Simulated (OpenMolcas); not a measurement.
# One shape, several levels: H3NO (hydroxylamine)

Wanted: a comparison of 6 runs (B3LYP/6-31G*, BLYP/def2-TZVPP, PBE0/def2-TZVPP, r2SCAN/def2-TZVPP, MP2/def2-TZVPP, CCSD(T)/def2-TZVPP) of H3NO (hydroxylamine). 

Program for the calculation: OpenMolcas 26.06.

1 further run of the same task is left out (set aside as unsound or not needed).

## 1. The molecule

The species is H3NO (5 atoms), meant as a singlet with charge 0. SMILES: `NO`. The coordinates come from a PBE0-D4/def2-TZVP relaxation. This is one conformer, not always the lowest.

Bond lengths: N1–O2 1.422 Å, N1–H3 1.016 Å, N1–H4 1.016 Å, O2–H5 0.960 Å. Angles: N1–O2–H5 102.8°, O2–N1–H3 104.5°, O2–N1–H4 104.5°, H3–N1–H4 106.0°.

## 2. Energy and gradient at B3LYP/6-31G(d) (spherical functions) (run 1)

Input file struct.xyz:

```xyz
5

N     -0.165120    -0.361290    -0.321170
O      0.364460     0.666040     0.508060
H     -0.162690    -1.190020     0.266770
H     -1.141650    -0.109840    -0.446210
H      1.105010     0.995100    -0.007440
```

Input file calc.input:

```
* H3NO Kohn-Sham DFT
&GATEWAY
BasLib = $CurrDir
Coord = struct.xyz
Basis = 6-31Gs
Group = NoSym
&SEWARD
GridInput
Grid=UltraFine
End of Grid
&SCF
KSDFT = B3LYP
Thresholds = 1e-10 1e-07 1e-07 1e-05
PrOrbitals = 1
&ALASKA
```

The basis set 6-31G* is read from a file made from the Basis Set Exchange's data (not shown).

Run with:

```sh
$ export MOLCAS_MEM=1860
$ pymolcas calc.input > calc.log
```

The program printed:

```text
--- Start Module: gateway ---
[...]
--- Stop Module: gateway /rc=_RC_ALL_IS_WELL_ ---
[...]
      Basis functions           34
[...]
--- Start Module: scf ---
[...]
       Convergence after  12 Iterations
[...]
::    Total KS-DFT energy                            -131.7014049831
[...]
      Total spin, S                                     0.0000000000
[...]
      Total electronic charge=   18.000000
      Total            charge=   -0.000000
[...]
      Dipole Moment (debye):
      Origin of the operator (angstrom)=    0.1004    0.1601    0.1042
                   X= -2.8998E-01               Y= -4.2004E-01               Z= -2.3359E-01           Total=  5.6132E-01
      Quadrupole Moment (debye*angstrom):
[...]
--- Stop Module: scf /rc=_RC_ALL_IS_WELL_ ---
[...]
--- Start Module: alaska ---
[...]
 *              Molecular gradients               *
 **************************************************
  Irreducible representation: a
 ------------------------------------------------------------------------------------------
                              X                       Y                       Z
 ------------------------------------------------------------------------------------------
  N1               -1.44154109356714E-03    6.17754839318074E-03    1.13297798389898E-02
  O2                3.26053695465334E-03   -5.43952745613652E-03   -1.27084317577753E-02
  H3                5.97139869898081E-04    3.03926618161565E-03   -3.27490515824280E-03
  H4                4.32133064510376E-03   -1.10104433540836E-03   -5.46678615100826E-04
  H5               -6.73746637608907E-03   -2.67624278325007E-03    5.20023569212547E-03
 ------------------------------------------------------------------------------------------
--- Stop Module: alaska /rc=_RC_ALL_IS_WELL_ ---
[...]
```

Wall time 7.2 s (1 thread of Arm Neoverse V2, shared host); peak memory 0.37 GiB.

## 3. Energy and forces at BLYP/def2-TZVPP (run 2)

Input file job.inp:

```
* H3NO Kohn-Sham DFT

&GATEWAY
 BASLIB=$CurrDir
 COORD
 5
 angstrom
 N       -0.165120      -0.361290      -0.321170
 O        0.364460       0.666040       0.508060
 H       -0.162690      -1.190020       0.266770
 H       -1.141650      -0.109840      -0.446210
 H        1.105010       0.995100      -0.007440
 BASIS=def2-TZVPP
 GROUP=NoSym

&SEWARD
 GRIDINPUT
 Grid=UltraFine
 End of Grid

&SCF
 KSDFT=BLYP
 THRESHOLDS=1e-10 1e-07 1e-07 1e-05
 PRORBITALS=1 1

&ALASKA
```

The basis set def2-TZVPP is read from a file made from the Basis Set Exchange's data (not shown).

Run with:

```sh
$ export MOLCAS_MEM=1860
$ pymolcas job.inp > job.log
```

The program printed:

```text
--- Start Module: gateway ---
[...]
--- Stop Module: gateway /rc=_RC_ALL_IS_WELL_ ---
[...]
      Basis functions          104
[...]
--- Start Module: scf ---
[...]
       Convergence after  15 Iterations
[...]
::    Total KS-DFT energy                            -131.7500147941
[...]
      Total spin, S                                     0.0000000000
[...]
      Total electronic charge=   18.000000
      Total            charge=   -0.000000
[...]
      Dipole Moment (debye):
      Origin of the operator (angstrom)=    0.1004    0.1601    0.1042
                   X= -2.5799E-01               Y= -3.9284E-01               Z= -2.3658E-01           Total=  5.2616E-01
      Quadrupole Moment (debye*angstrom):
[...]
--- Stop Module: scf /rc=_RC_ALL_IS_WELL_ ---
[...]
--- Start Module: alaska ---
[...]
 *              Molecular gradients               *
 **************************************************
  Irreducible representation: a
 ------------------------------------------------------------------------------------------
                              X                       Y                       Z
 ------------------------------------------------------------------------------------------
  N1                2.84348568999815E-03    1.40702965162016E-02    1.74038192045574E-02
  O2               -2.54784823846821E-03   -1.53242488118481E-02   -1.97023284643905E-02
  H3                6.80240141378574E-04    6.39278113267938E-03   -3.73698484453833E-03
  H4                7.28464124234396E-03   -9.22341647309866E-04    1.08557171528140E-03
  H5               -8.26051883520584E-03   -4.21648718970813E-03    4.94992238907521E-03
 ------------------------------------------------------------------------------------------
--- Stop Module: alaska /rc=_RC_ALL_IS_WELL_ ---
[...]
```

Run time: 34 s. Hardware: 1 thread of Arm Neoverse V2, shared host; peak memory 0.59 GiB.

## 4. Energy and gradient at PBE0/def2-TZVPP (run 3)

Input file calc.inp:

```
* H3NO Kohn-Sham DFT
>>> EXPORT MOLCAS_PRINT=2

&GATEWAY
 BasLib=$CurrDir
 Coord
 5
 bohr
 N     -0.31203158    -0.68273915    -0.60692334
 O      0.68872958     1.25863319     0.96009425
 H     -0.30743954    -2.24881188     0.50412224
 H     -2.15740583    -0.20756752    -0.84321469
 H      2.08816626     1.88046647    -0.01405956
 Basis=def2-TZVPP
 Group=NoSym

&SEWARD
 GridInput
 Grid=UltraFine
 End of Grid

&SCF
 KSDFT=PBE0
 Thresholds=1e-10 1e-07 1e-07 1e-05
 PrOrbitals=1 1

&ALASKA
```

The basis set def2-TZVPP is read from a file made from the Basis Set Exchange's data (not shown).

Run with:

```sh
$ export MOLCAS_MEM=1860
$ pymolcas calc.inp > calc.log
```

The program printed:

```text
--- Start Module: gateway ---
[...]
--- Stop Module: gateway /rc=_RC_ALL_IS_WELL_ ---
[...]
      Basis functions          104
[...]
--- Start Module: scf ---
[...]
       Convergence after  12 Iterations
[...]
::    Total KS-DFT energy                            -131.6328024129
[...]
      Total spin, S                                     0.0000000000
[...]
      Total electronic charge=   18.000000
      Total            charge=   -0.000000
[...]
      Dipole Moment (debye):
      Origin of the operator (angstrom)=    0.1004    0.1601    0.1042
                   X= -2.6964E-01               Y= -4.1517E-01               Z= -2.5430E-01           Total=  5.5655E-01
      Quadrupole Moment (debye*angstrom):
[...]
--- Stop Module: scf /rc=_RC_ALL_IS_WELL_ ---
[...]
--- Start Module: alaska ---
[...]
 *              Molecular gradients               *
 **************************************************
  Irreducible representation: a
 ------------------------------------------------------------------------------------------
                              X                       Y                       Z
 ------------------------------------------------------------------------------------------
  N1                5.45119571600639E-04    3.73478638906466E-04   -1.94559513249537E-04
  O2               -1.79926079299750E-03   -8.03019045835462E-04    1.23416682006017E-03
  H3                2.73800167112953E-04   -6.91363574282455E-04    4.76177104818731E-04
  H4               -7.46193340013246E-04    4.08858816726365E-04   -2.55288912942797E-04
  H5                1.72653439428183E-03    7.12045164493746E-04   -1.26049549871854E-03
 ------------------------------------------------------------------------------------------
--- Stop Module: alaska /rc=_RC_ALL_IS_WELL_ ---
[...]
```

Run time: 29 s. Hardware: 1 thread of Arm Neoverse V2, shared host; peak memory 0.59 GiB.

Runs 4 to 5 aren't shown in full; the table further down has their settings and results.

## 5. The energy at CCSD(T)/def2-TZVPP (Cholesky decomposition) (run 6)

Input file coord.xyz:

```xyz
5

N     -0.165120    -0.361290    -0.321170
O      0.364460     0.666040     0.508060
H     -0.162690    -1.190020     0.266770
H     -1.141650    -0.109840    -0.446210
H      1.105010     0.995100    -0.007440
```

Input file mol.input:

```
&GATEWAY
BasLib = $CurrDir
Coord = coord.xyz
Basis = def2-TZVPP
Group = NoSym
&SEWARD
High
&SCF
Thresholds = 1e-10 1e-07 1e-07 1e-05
PrOrbitals = 1 2
&CHCC
Frozen = 2
Threshold = 1e-08
MaxIterations = 80
&CHT3
Frozen = 2
```

The basis set def2-TZVPP is read from a file made from the Basis Set Exchange's data (not shown).

Run with:

```sh
$ export MOLCAS_MEM=1860
$ pymolcas mol.input > mol.log
```

The program printed:

```text
--- Start Module: gateway ---
[...]
--- Stop Module: gateway /rc=_RC_ALL_IS_WELL_ ---
[...]
      Basis functions          104
[...]
       Convergence after  13 Iterations
[...]
::    Total SCF energy                               -131.0490592089
[...]
      Total spin, S                                     0.0000000000
[...]
      Total electronic charge=   18.000000
      Total            charge=   -0.000000
[...]
      Dipole Moment (debye):
      Origin of the operator (angstrom)=    0.1004    0.1601    0.1042
                   X= -3.0641E-01               Y= -5.0092E-01               Z= -3.3347E-01           Total=  6.7529E-01
      Quadrupole Moment (debye*angstrom):
[...]
--- Start Module: chcc ---
[...]
--- Stop Module: chcc /rc=_RC_ALL_IS_WELL_ ---
[...]
--- Start Module: cht3 ---
[...]
--- Stop Module: cht3 /rc=_RC_ALL_IS_WELL_ ---
[...]
```

Run time: 2.8 min. Hardware: 1 thread of Arm Neoverse V2, shared host; peak memory 0.22 GiB.

## 6. Overview of the runs

```
run                                        level      task  integration grid  energy (Eh)  dipole moment (D) of the reference  HOMO energy (eV)  LUMO energy (eV)  wall time
  1           B3LYP/6-31G* (spherical functions)  gradient         UltraFine  -131.701405                                0.56             -6.73              2.38      7.2 s
  2                              BLYP/def2-TZVPP  gradient         UltraFine  -131.750015                                0.53             -5.74              0.23       34 s
  3                              PBE0/def2-TZVPP  gradient         UltraFine  -131.632802                                0.56             -7.45              1.19       29 s
  4                            r2SCAN/def2-TZVPP  gradient         UltraFine  -131.706260                                0.54             -6.15              1.22       38 s
  5                               MP2/def2-TZVPP    energy                 –  -131.513563                                0.68            -11.58              3.65      9.9 s
  6  CCSD(T)/def2-TZVPP (Cholesky decomposition)    energy                 –  -131.543629                                0.68            -11.58              3.65    2.8 min
```

## 7. Results

| quantity | value |
| --- | --- |
| run 6: total energy | -131.54363 Eh |
| run 6: dipole moment (mean-field density) | 0.68 D |
| run 6: HOMO energy (Hartree–Fock orbitals) | -11.58 eV |
| run 6: LUMO energy (Hartree–Fock orbitals) | 3.65 eV |
| run 6: HOMO–LUMO gap (Hartree–Fock orbitals) | 15.24 eV |
| run 6: correlation energy (2 core orbitals frozen) | -494.6 mEh |
| run 6: (T) correction | -16.76 mEh |

Over runs 1, 2, 3, 4 the dipole moment (its size) runs from 0.53 D (BLYP/def2-TZVPP) to 0.56 D (B3LYP/6-31G*). The two ends differ in method and basis. Over runs 1, 2, 3, 4 the HOMO–LUMO gap runs from 5.97 eV (BLYP/def2-TZVPP) to 9.11 eV (B3LYP/6-31G*). Totals of different functionals can't be ranked against each other. All runs together took 4.7 min, the longest 2.8 min.
